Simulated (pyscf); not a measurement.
A first-order saddle from PySCF, ωB97X-D3(BJ)/def2-SVP:

```xyz
12

C     -0.6683     0.4270     0.2767
Si    -1.9369    -1.3450     0.1180
Cl    -1.2800    -2.6070    -1.3828
Cl    -3.8949    -0.8351    -0.3097
Cl    -1.9448    -2.4246     1.8819
H     -1.5439     1.0599     0.1021
H     -0.4000     0.1335     1.2962
H     -0.0756     0.0676    -0.5701
C      0.4699     2.0145     0.4181
H      0.3776     2.5342    -0.5438
H      0.0683     2.5956     1.2577
H      1.4837     1.6388     0.6049
```
Charge 0, spin multiplicity 2.

Surface: doublet, charge 0. Lowest wavenumbers (cm⁻¹): 1116i, 38, 51, 51, 160.

Task: Name the species on either side of this saddle.

Result: H₃C–Si(Cl)(Cl)–Cl + CH₃• ⇌ H₃C–CH₃ + Cl–Si•(Cl)–Cl, a substitution at C read from left to right: C–Si broken and C–C formed. At ωB97M-D3(BJ)/def2-TZVP it lies +1.76 eV from the left side and +1.72 eV from the right (each side as separated species at their lowest minima found). This is the saddle that the search found; another between the same sides may lie lower. The angle at the attacked C is 180°.
